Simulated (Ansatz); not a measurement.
System: acetylene, C$_{2}$H$_{2}$, charge 0, multiplicity 1. SMILES: C#C
Geometry from a B3LYP-D3(BJ)/def2-TZVP (Ansatz, a first-principles code) optimisation:
```xyz
4

C      0.0000     0.0000    -0.5984
C      0.0000     0.0000     0.5984
H      0.0000     0.0000     1.6611
H      0.0000     0.0000    -1.6611
```
Charge 0, spin multiplicity 1.

Wanted: enthalpy of formation at 298 K, in kcal/mol. Conventions: 6-31G* and kin with 6d, 5d where marked; non-relativistic; no spin-orbit coupling; UHF or UKS for open shells; no dispersion term unless named. First-principles rows: single points at B3LYP-D3(BJ) geometries (Ansatz), with unscaled harmonic terms from B3LYP/6-31G* at its own minima, enthalpies of formation by atomisation with measured atoms.

| species | coefficient | E at B3LYP/6-31G* (Ansatz), Eh | E at wB97X-V/def2-TZVPD (Ansatz), Eh | H(298 K) - E, kcal/mol |
|---|---|---|---|---|
| C#C (C2H2) | +1 | -77.32549 | -77.33193 | 19.14 |
| C atom | -2 | -37.84628 | -37.84665 | - |
| H atom | -2 | -0.50027 | -0.50049 | - |

The atoms take no thermal term, since their enthalpies of formation at 0 K are used: the result is the sum of coefficient times E, plus the molecule's thermal term, plus number times (enthalpy of formation minus H(298) - H(0)) over the atoms. Measured values of the atoms (G2/97 table in ASE), kcal/mol:

| atom | number | enthalpy of formation of the gas at 0 K | H(298) - H(0) of the element's standard state |
|---|---|---|---|
| C | 2 | 169.98 | 0.25 |
| H | 2 | 51.63 | 1.01 |

Measured values: Active Thermochemical Tables 1.112 (ions: stationary electron), as tabulated in the package chemicals; they hold spin-orbit and core effects, anharmonicity.  Value to compare with, the measured value: 54.6 kcal/mol. 1 Eh = 627.5095 kcal/mol.

Q: Compute it at each level from the table, and compare with the measured value.

A: 
- B3LYP/6-31G*: the sum of coefficient times E is -0.63239 Eh, or -396.83 kcal/mol; the thermal terms add 19.14; the atoms' measured terms add 440.70. Result: 63.0 kcal/mol. Its error against the measured value is 8.4 kcal/mol.
- wB97X-V/def2-TZVPD: the sum of coefficient times E is -0.63765 Eh, or -400.13 kcal/mol; the thermal terms add 19.14; the atoms' measured terms add 440.70. Result: 59.7 kcal/mol. Its error against the measured value is 5.1 kcal/mol.
